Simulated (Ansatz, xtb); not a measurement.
# AlH2N2+: where a starting geometry ends

The starting geometry of this gas-phase singlet has its atoms placed at random.

```xyz
5

Al   -0.4712   -0.1048    0.2212
N     0.8229   -1.8535   -0.1080
N     1.8312   -0.5657   -0.1823
H    -0.8100   -1.2805    0.6914
H    -0.3242   -1.0222    1.5946
```

Problem. One run relaxed it with r2SCAN-D4/def2-SVP. What is a likely outcome?

Solution. It loosens into Al + N2 + H2, which stay close as a complex (formulas without charges). Distances that change by over a tenth: Al1–N2 (2.20 → 3.82 Å). Contacts that open: Al1–H4 (1.31 → 2.78 Å), Al1–H5 (1.66 → 2.77 Å). Contacts that close: N2–N3 (1.64 → 1.10 Å), H4–H5 (1.06 → 0.76 Å).

The energy falls by 10.81 eV over 30 steps:

| step | E − E(last) (eV) |
| --- | --- |
| 1 | 10.809 |
| 4 | 2.126 |
| 7 | 0.387 |
| 11 | 0.089 |
| 14 | 0.026 |
| 17 | 0.002 |
| 20 | 0.001 |
| 24 | 0.000 |
| 27 | 0.000 |
| 30 | 0.000 |

Final geometry (Å):

```xyz
5

Al   -0.3384    0.8776    0.0787
N     2.1262   -1.9461   -0.6747
N     1.3817   -1.1758   -0.4130
H    -0.7798   -1.4997    1.4607
H    -1.3409   -1.0827    1.7652
```

From the same start GFN2-xTB ends elsewhere, in pieces: AlHN2 + H.

From so rough a start the end depends on the optimiser's path, so another program may land elsewhere. The end wasn't checked by frequencies. Run with Ansatz 0.2.0, 74 s on 1 thread of Arm Neoverse N1, with other jobs on the host.
